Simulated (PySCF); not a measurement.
Species: C2H4.
SMILES with atom numbers: `[CH2:1]=[CH2:2]` (hydrogens: H3, H4 on C1; H5, H6 on C2)

Jobs on this species (6 atoms, 16 electrons) with PySCF (density fitting). Hardware of each: an AMD EPYC 9R45 with one thread, on a shared host. Times come from a shared host and carry two figures at best. Peak memory is the resident size of the whole Python process, interpreter and libraries included.

| level and settings | work | basis functions | SCF cycles | wall time | peak memory |
| --- | --- | --- | --- | --- | --- |
| B97-D/pcSseg-2 | shieldings | 128 | ? | ? | ? |
| B3LYP/pcSseg-2 | shieldings | 128 | ? | ? | ? |
| mPW1PW91/pcSseg-2 | shieldings | 128 | 9 | 2.1 s | 0.42 GiB |
| KT3/pcSseg-2 | shieldings | 128 | 11 | 3.4 s | 0.37 GiB |
| BP86/pcSseg-2 | shieldings | 128 | 11 | 3.5 s | 0.37 GiB |
| PBE0-D3(BJ)/def2-SVP, grid level 1 | geometry optimisation from an MMFF94s start shaken at random | 48 | 44 | 2.7 s | 0.26 GiB |
| PBE/pcSseg-2 | shieldings | 128 | 11 | 3.5 s | 0.37 GiB |
| PBE0/pcSseg-2 | shieldings | 128 | 10 | 2.2 s | 0.42 GiB |
| KT2/pcSseg-2 | shieldings | 128 | 12 | 3.6 s | 0.37 GiB |

Q: Fill in the missing figures.

A: 
- B97-D/pcSseg-2; shieldings: 3.5 s, 0.37 GiB, 11 SCF cycles
- B3LYP/pcSseg-2; shieldings: 2.3 s, 0.42 GiB, 10 SCF cycles

Q: What do all jobs in the table cost together?

A: About 27 s; the longest takes about 13 % of that, and about 1.7 times as long as the shortest.
